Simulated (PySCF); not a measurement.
# Chlorine: highly charged ions in a basis for the neutral atom

Cl⁵⁺ [Ne] 3s2, Cl⁶⁺ [Ne] 3s1. Calculation: PySCF 2.14, in jorge-DZP-DKH (7s4p1d, 24 functions); the spin-free X2C one-electron Hamiltonian (Gaussian nucleus). No spin-orbit coupling, so a gap to NIST mixes the basis error with missing relativistic terms.

Changed run: basis of the neutral atom used for a highly charged ion. This setting is unsound on purpose.

```tsv
species	method	sound run (hartree)	changed run (hartree)	converged
Cl⁵⁺	UHF	not run	-453.80884	yes
Cl⁵⁺	PBE	not run	-454.13187	yes
Cl⁵⁺	r2SCAN	not run	-454.26326	yes
Cl⁶⁺	UHF	not run	-450.31880	yes
Cl⁶⁺	PBE	not run	-450.57113	yes
Cl⁶⁺	r2SCAN	not run	-450.73734	yes
```

Ionisation energy of Cl⁵⁺:

```csv
method,changed run (eV),NIST (eV)
UHF,94.969,96.94 ± 0.04
PBE,96.893,96.94 ± 0.04
r2SCAN,95.945,96.94 ± 0.04
```

The contracted functions were made for the neutral atom and can be too rigid for a highly charged ion.
